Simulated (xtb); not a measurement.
C₂H₄NO, charge -2, doublet, geometry from GFN2-xTB of the parent state (a state made from the parent by changing its charge; the spin is typed, not shown lowest); GFN2-xTB (xtb).

Input for xtb:
```
$ xtb mol.xyz --gfn 2 --chrg -2 --uhf 1 --json

# file mol.xyz
8

O      0.32110613     1.27946334     0.38290945
C     -0.07152129     0.13590853     0.02919906
N      0.98097901    -0.77888988    -0.45034161
C     -1.32792987    -0.37556948     0.02513769
H      0.80110933    -1.73036322    -0.14616487
H     -1.53323136    -1.38272268    -0.31366156
H     -2.17708968     0.23305976     0.29417115
H      1.87021653    -0.46548576    -0.07124953
```

It wrote (shortened):

```
   ID    Z sym.   atoms
    1    8 O      1
    2    6 C      2, 4
    3    7 N      3
    4    1 H      5-8

           -------------------------------------------------
          |                Calculation Setup                |
           -------------------------------------------------

           -------------------------------------------------
          |                 G F N 2 - x T B                 |
           -------------------------------------------------

          ...................................................
          :                      SETUP                      :
          :.................................................:
          :  # basis functions                  20          :
          :  # atomic orbitals                  20          :
          :  # shells                           12          :
          :  # electrons                        25          :
          :  max. iterations                   250          :
          :  Hamiltonian                  GFN2-xTB          :
          :  restarted?                      false          :
          :  GBSA solvation                  false          :
          :  PC potential                    false          :
          :  electronic temp.          300.0000000     K    :
          :  accuracy                    1.0000000          :
          :  -> integral cutoff          0.2500000E+02      :
          :  -> integral neglect         0.1000000E-07      :
          :  -> SCF convergence          0.1000000E-05 Eh   :
          :  -> wf. convergence          0.1000000E-03 e    :
          :  Broyden damping             0.4000000          :
          :  net charge                         -2          :
          :  unpaired electrons                  1          :
          ...................................................

 iter      E             dE          RMSdq      gap      omega  full diag
   1    -13.3215945 -0.133216E+02  0.502E+00    4.17       0.0  T
   2    -13.3723475 -0.507530E-01  0.237E+00    3.12       1.0  T
   3    -13.3742758 -0.192832E-02  0.107E+00    2.89       1.0  T
   4    -13.3744869 -0.211130E-03  0.214E-01    2.77       1.0  T
   5    -13.3745397 -0.527544E-04  0.948E-02    2.81       1.0  T
   6    -13.3745439 -0.427595E-05  0.260E-02    2.83       1.4  T
   7    -13.3745443 -0.319839E-06  0.916E-03    2.83       3.9  T
   8    -13.3745443 -0.740261E-07  0.273E-03    2.82      13.0  T
   9    -13.3745443 -0.201940E-08  0.644E-04    2.82      54.9  T
  10    -13.3745443 -0.808354E-09  0.153E-04    2.82     230.5  T

   *** convergence criteria satisfied after 10 iterations ***

         :::::::::::::::::::::::::::::::::::::::::::::::::::::
         ::                     SUMMARY                     ::
         :::::::::::::::::::::::::::::::::::::::::::::::::::::
         :: total energy             -13.226755186282 Eh    ::
         :: gradient norm              0.192204397273 Eh/a0 ::
         :: HOMO-LUMO gap              2.824855837508 eV    ::
         ::.................................................::
         :: SCC energy               -13.374543806221 Eh    ::
         :: -> isotropic ES            0.598775112347 Eh    ::
         :: -> anisotropic ES         -0.001368893917 Eh    ::
         :: -> anisotropic XC          0.002576501334 Eh    ::
         :: -> dispersion             -0.005658938962 Eh    ::
         :: repulsion energy           0.147788619939 Eh    ::
         :: add. restraining           0.000000000000 Eh    ::
         :: total charge              -2.000000000000 e     ::
         :::::::::::::::::::::::::::::::::::::::::::::::::::::

           -------------------------------------------------
          |                Property Printout                |
           -------------------------------------------------

    * Orbital Energies and Occupations

         #    Occupation            Energy/Eh            Energy/eV
      -------------------------------------------------------------
         1        2.0000           -0.1774427              -4.8285
         2        2.0000           -0.1351286              -3.6770
         3        2.0000           -0.1005371              -2.7358
         4        2.0000           -0.0795726              -2.1653
         5        2.0000           -0.0600275              -1.6334
         6        2.0000           -0.0101343              -0.2758
         7        2.0000            0.0134383               0.3657
         8        2.0000            0.0331798               0.9029
         9        2.0000            0.0555608               1.5119
        10        2.0000            0.0867827               2.3615
        11        2.0000            0.1467050               3.9920
        12        2.0000            0.1888590               5.1391
        13        1.0000            0.3831620              10.4264 (HOMO)
        14                          0.4869735              13.2512 (LUMO)
        15                          0.5960848              16.2203
        16                          0.6069268              16.5153
        17                          0.6318621              17.1938
        18                          0.7623312              20.7441
        19                          0.9773722              26.5957
        20                          1.1700253              31.8380
      -------------------------------------------------------------
                  HL-Gap            0.1038115 Eh            2.8249 eV
             Fermi-level            0.3605391 Eh            9.8108 eV

     #   Z          covCN         q      C6AA      α(0)
     1   8 O        0.857    -0.875    33.942     7.811
     2   6 C        2.742     0.062    26.592     8.443
     3   7 N        2.633    -0.442    31.570     8.345
     4   6 C        2.840    -0.321    37.034     9.973
     5   1 H        0.860    -0.004     3.150     2.780
     6   1 H        0.925    -0.231    13.457     5.737
     7   1 H        0.926    -0.209    11.525     5.309
     8   1 H        0.860     0.019     2.760     2.603

 Mol. C6AA /au·bohr⁶  :       1095.146573
 Mol. C8AA /au·bohr⁸  :      22236.650065
 Mol. α(0) /au        :         51.000349

Wiberg/Mayer (AO) data.
largest (>0.10) Wiberg bond orders for each atom

 ---------------------------------------------------------------------------
     #   Z sym  total        # sym  WBO       # sym  WBO       # sym  WBO
 ---------------------------------------------------------------------------
     1   8 O    1.441 --     2 C    1.252
     2   6 C    3.436 --     4 C    1.272     1 O    1.252     3 N    0.868
     3   7 N    2.890 --     8 H    0.966     5 H    0.952     2 C    0.868
     4   6 C    3.285 --     2 C    1.272     7 H    0.942     6 H    0.931
     5   1 H    0.999 --     3 N    0.952
     6   1 H    0.947 --     4 C    0.931
     7   1 H    0.956 --     4 C    0.942
     8   1 H    0.999 --     3 N    0.966
 ---------------------------------------------------------------------------

Topologies differ in total number of bonds
Writing topology from bond orders to xtbtopo.mol

molecular dipole:
                 x           y           z       tot (Debye)
 q only:        1.038      -0.714      -0.250
   full:        1.022      -1.146      -0.031       3.904
molecular quadrupole (traceless):
                xx          xy          yy          xz          yz          zz
 q only:       -4.705      -3.090      -2.859       0.638      -3.723       7.564
  q+dip:       -2.704      -3.573      -3.452       1.470      -4.605       6.156
   full:       -2.458      -3.551      -2.730       1.431      -4.179       5.188

           -------------------------------------------------
          | TOTAL ENERGY              -13.226755186282 Eh   |
          | GRADIENT NORM               0.192204397273 Eh/α |
          | HOMO-LUMO GAP               2.824855837508 eV   |
           -------------------------------------------------

normal termination of xtb
```
